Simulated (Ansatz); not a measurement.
# PO (Phosphorus monoxide) at 6 levels

We compute a comparison of 6 runs (U-revPBE/STO-3G, UB2PLYP/STO-3G, UB3LYP/STO-3G, UCAM-B3LYP/STO-3G, UPBE0/STO-3G, RPA@PBE/STO-3G) of PO (Phosphorus monoxide). 

The calculation is run with Ansatz 0.2.0.

48 further runs of the same task are left out: 7 that didn't finish, 41 set aside as unsound or not needed.

**1. Starting point**

The species is PO (2 atoms), meant as a doublet with charge 0. As SMILES, `O=[P]`. The P2–O1 distance was set to 2.910 Å, away from the relaxed value.

**2. The energy at U-revPBE/STO-3G (run 1)**

Contents of job.yaml:

```yaml
crystal:
  periodic: [false, false, false]
  atoms:
    - {symbol: O, position_ang: [0.000000, 0.000000, -1.455110]}
    - {symbol: P, position_ang: [0.000000, 0.000000, 1.455090]}
basis:
  gaussian:
    orbitals: STO-3G
total_charge: 0
magnetization:
  spin_polarized: true
  initial_magnetization: 1
hamiltonian:
  xc: {name: revPBE}
accuracy: high
```

Started as:

```sh
$ ansatz run job.yaml --threads 1 --pin off --max-ram 2610MiB --events-out events.jsonl --progress --plain --runs-dir runs
```

Output:

```text
Warning: RAYON_NUM_THREADS=1 ignored (pool sized by the plan → 1); use --threads N
Functional definition: revPBE
  name "revPBE"
  parameter kappa = 1.245
  parameter beta = 0.06672455060314922
  exchange = pbe_x(kappa = kappa, mu = beta*pi^2/3)
  correlation = pbe_c(beta = beta)
208 factors; integrals over basis functions are off by at most 9.3e-9 eV
mean field evaluation 1: about -11152.5712 eV, gradient 2.9e1 eV
mean field evaluation 2: about -11072.0707 eV, gradient 7.7e0 eV
mean field evaluation 4: about -11144.9653 eV, gradient 1.7e1 eV
mean field evaluation 8: about -11189.3800 eV, gradient 1.1e1 eV
mean field evaluation 16: about -11192.4906 eV, gradient 2.2e-8 eV
mean field evaluation 32: about -11192.1651 eV, gradient 5.5e-1 eV
mean field evaluation 64: about -11192.4906 eV, gradient 2.3e-8 eV
mean field -11192.49064242 eV, -411.3164445661 hartree, gradient 2.3e-8 eV, S^2 2.549527; 7 other end points of the search recorded, 0 dependent functions left out
reference -11192.49064393 eV, -411.3164446217 hartree; 12, 11 occupied and 2, 3 virtual orbitals, 208 factors
Total energy: -11192.49064393 eV, -411.3164446217 hartree
```

It took 1.5 s on 1 thread of Intel Xeon Platinum 8375C at 2.90GHz (Ice Lake), shared host; peak memory 0.12 GiB.

**3. A single-point energy at UB2PLYP/STO-3G (run 2)**

Contents of job.yaml:

```yaml
basis:
  gaussian: {orbitals: STO-3G}
crystal:
  periodic: [false, false, false]
  atoms:
    - symbol: O
      position_ang: [0.000000, 0.000000, -1.455110]
    - symbol: P
      position_ang: [0.000000, 0.000000, 1.455090]
magnetization: {spin_polarized: true, initial_magnetization: 1}
hamiltonian: {xc: {name: B2PLYP}}
correlation: {frozen_orbitals: {O: 1, P: 5}}
accuracy: high
```

Started as:

```sh
$ ansatz run job.yaml --threads 1 --pin off --max-ram 2610MiB --events-out events.jsonl --progress --plain --runs-dir runs
```

Output (excerpt; [...] marks lines left out):

```text
Warning: RAYON_NUM_THREADS=1 ignored (pool sized by the plan → 1); use --threads N
Functional definition: B2PLYP
  name "B2PLYP"
[...]
208 factors; integrals over basis functions are off by at most 9.3e-9 eV
[...]
mean field -11189.29661733 eV, -411.1990663091 hartree, gradient 3.0e-8 eV, S^2 2.705489; 3 other end points of the search recorded, 0 dependent functions left out
6 core orbitals not correlated: weight in the atoms' cores, before any rotation towards them, 1.000 or more for the frozen orbitals, at most 0.000 for the correlated occupied ones
reference -11189.29663004 eV, -411.1990667763 hartree; 6, 5 occupied and 2, 3 virtual orbitals, 208 factors
second order -0.01330100 eV of doubles, -0.00000000 eV of singles
Total energy: -11189.30022131 eV, -411.1991987531 hartree
```

It took 2.2 s on 1 thread of Intel Xeon Platinum 8375C at 2.90GHz (Ice Lake), shared host; peak memory 0.12 GiB.

Runs 3 to 5 aren't shown in full; the table further down has their settings and results.

**4. A single-point energy at RPA@PBE/STO-3G (run 6)**

Contents of molecule.yaml:

```yaml
basis:
  gaussian: {orbitals: STO-3G}
crystal:
  periodic: [false, false, false]
  atoms:
    - {symbol: O, position_ang: [0.000000, 0.000000, -1.455110]}
    - {symbol: P, position_ang: [0.000000, 0.000000, 1.455090]}
accuracy: high
magnetization: {spin_polarized: true, initial_magnetization: 1}
hamiltonian: {xc: pbe}
correlation: {method: rpa, frozen_orbitals: {O: 1, P: 5}}
```

Started as:

```sh
$ ansatz run molecule.yaml --threads 1 --pin off --max-ram 2610MiB --events-out events.jsonl --progress --plain --runs-dir runs
```

Output (excerpt; [...] marks lines left out):

```text
Warning: RAYON_NUM_THREADS=1 ignored (pool sized by the plan → 1); use --threads N
Functional definition: PBE
  name "PBE"
[...]
208 factors; integrals over basis functions are off by at most 9.3e-9 eV
[...]
mean field -11187.72854194 eV, -411.1414406016 hartree, gradient 1.7e-8 eV, S^2 2.538758; 8 other end points of the search recorded, 0 dependent functions left out
6 core orbitals not correlated: weight in the atoms' cores, before any rotation towards them, 1.000 or more for the frozen orbitals, at most 0.000 for the correlated occupied ones
reference -11174.13111953 eV, -410.6417445446 hartree; 6, 5 occupied and 2, 3 virtual orbitals, 208 factors
Total energy: -11176.01313371 eV, -410.7109072899 hartree
```

Run time: 2.2 s. Hardware: 1 thread of Intel Xeon Platinum 8375C at 2.90GHz (Ice Lake), shared host; peak memory 0.12 GiB.

**5. Overview of the runs**

```csv
run,level,frozen core orbitals,energy (Eh),⟨S²⟩,wall time
1,U-revPBE/STO-3G,–,-411.316445,2.550,1.5 s
2,UB2PLYP/STO-3G,6,-411.199199,2.705,2.2 s
3,UB3LYP/STO-3G,–,-411.402380,2.628,1.2 s
4,UCAM-B3LYP/STO-3G,–,-411.359042,2.670,1.8 s
5,UPBE0/STO-3G,–,-411.223562,2.659,1.1 s
6,RPA@PBE/STO-3G,6,-410.710907,2.539,2.2 s
```

**6. Outcome**

| quantity | value |
| --- | --- |
| run 6: total energy | -410.71091 Eh |
| run 6: RPA correlation energy (valence) | -69.2 mEh |
| run 6: ⟨S²⟩ of the reference determinant | 2.539 |

What this shows: Totals of different functionals can't be ranked against each other. In runs 1, 2, 3, 4, 5, 6 the basis is minimal, so the values are rough. Spin contamination of the reference: run 2 ⟨S²⟩ = 2.71, run 4 ⟨S²⟩ = 2.67, run 5 ⟨S²⟩ = 2.66, run 3 ⟨S²⟩ = 2.63, run 1 ⟨S²⟩ = 2.55, run 6 ⟨S²⟩ = 2.54. Where it is this large, the reference is a mixture of spin states, and values that rest on it are in doubt. All runs together took 10 s, the longest 2.2 s.
